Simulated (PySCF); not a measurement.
Rigid-rotor lines calculated for a species of formula C5H12O (commonest isotopes; PBE0-D3(BJ)/def2-TZVP geometry optimisation, gas phase in PySCF), labelled J(Ka,Kc):

```json
{"transition": "1(1,1) ← 0(0,0)", "MHz": "8511.9"}
{"transition": "1(0,1) ← 0(0,0)", "MHz": "3610.6"}
{"transition": "2(0,2) ← 1(0,1)", "MHz": "7207.3"}
{"transition": "2(1,2) ← 1(1,1)", "MHz": "6915.5"}
{"transition": "2(1,1) ← 1(1,0)", "MHz": "7526.9"}
```

Task: Find the rotational constants.

Result: 1(0,1) ← 0(0,0) is B + C, 2(1,1) ← 1(1,0) is 3B + C and 2(1,2) ← 1(1,1) is B + 3C, so B − C is half the difference of the last two, 305.7 MHz. 1(1,1) ← 0(0,0) is A + C. A = 6859.5, B = 1958.1, C = 1652.4 MHz.

Task: What moments of inertia, asymmetry and inertial defect follow?

Result: I = 505379 MHz·u·Å² over each constant: Ia = 73.68, Ib = 258.09, Ic = 305.84 u·Å²; κ = (2B − A − C)/(A − C) = -0.883 (asymmetric top); Δ = Ic − Ia − Ib = -25.93 u·Å².

Task: Which dipole components do these lines need?

Result: μa and μb (a-type: ΔKa even, ΔKc odd; b-type: both odd). The calculation gives |μa| = 0.16 D, |μb| = 0.80 D, |μc| = 0.73 D.

Task: Predict further lines from these constants: 2(2,1) ← 1(1,1); 1(1,0) ← 1(1,1); 2(1,1) ← 2(1,2); 1(1,1) ← 1(0,1); 2(1,2) ← 1(0,1); 2(1,1) ← 1(0,1); 2(2,0) ← 1(1,1); 2(2,1) ← 1(1,0); 2(2,1) ← 2(1,2); 2(2,0) ← 2(1,1); 1(1,0) ← 0(0,0); 2(2,1) ← 2(1,1).

Result: 
```json
{"transition": "1(1,0) ← 1(1,1)", "MHz": "306", "type": "a", "branch": "Q"}
{"transition": "2(1,1) ← 2(1,2)", "MHz": "917", "type": "a", "branch": "Q"}
{"transition": "1(1,1) ← 1(0,1)", "MHz": "4901", "type": "c", "branch": "Q"}
{"transition": "1(1,0) ← 0(0,0)", "MHz": "8818", "type": "c", "branch": "R"}
{"transition": "2(1,2) ← 1(0,1)", "MHz": "11817", "type": "b", "branch": "R"}
{"transition": "2(1,1) ← 1(0,1)", "MHz": "12734", "type": "c", "branch": "R"}
{"transition": "2(2,1) ← 2(1,1)", "MHz": "14704", "type": "c", "branch": "Q"}
{"transition": "2(2,0) ← 2(1,1)", "MHz": "14718", "type": "b", "branch": "Q"}
{"transition": "2(2,1) ← 2(1,2)", "MHz": "15621", "type": "b", "branch": "Q"}
{"transition": "2(2,1) ← 1(1,0)", "MHz": "22231", "type": "b", "branch": "R"}
{"transition": "2(2,1) ← 1(1,1)", "MHz": "22537", "type": "c", "branch": "R"}
{"transition": "2(2,0) ← 1(1,1)", "MHz": "22550", "type": "b", "branch": "R"}
```

Task: Which structure gave them?

Result: i-PrOEt, `CCOC(C)C`, point group C1. Three constants can't fix a structure by themselves; this is the one that was computed:
```xyz
18
C5H12O angstrom
C      2.652   -0.114    0.554
C      1.389    0.451   -0.046
O      0.333   -0.436    0.221
C     -0.882   -0.131   -0.437
C     -1.562    1.091    0.158
C     -1.751   -1.364   -0.333
H      3.496    0.553    0.366
H      2.541   -0.235    1.634
H      2.876   -1.091    0.123
H      1.184    1.445    0.377
H      1.502    0.580   -1.134
H     -0.662    0.067   -1.499
H     -0.950    1.989    0.058
H     -2.511    1.280   -0.349
H     -1.764    0.926    1.219
H     -2.696   -1.215   -0.859
H     -1.242   -2.227   -0.765
H     -1.968   -1.583    0.715
```

The values belong to one conformer (point group C1) with, in the numbering `[CH3:1][CH2:2][O:3][CH:4]([CH3:5])[CH3:6]`, C1–C2–O3–C4 -172°, C2–O3–C4–C5 -72°. No frequency check. No vibrational averaging or centrifugal distortion is included, and the geometry carries the error of its method. A rigid rotor knows nothing of internal rotation, which can split or shift real lines.

The run took 12 min wall, 17 min CPU on an Intel Xeon at 2.50 GHz with 2 threads (shared host), and the process peaked at 1.5 GiB of memory. These figures are those of the optimisation.
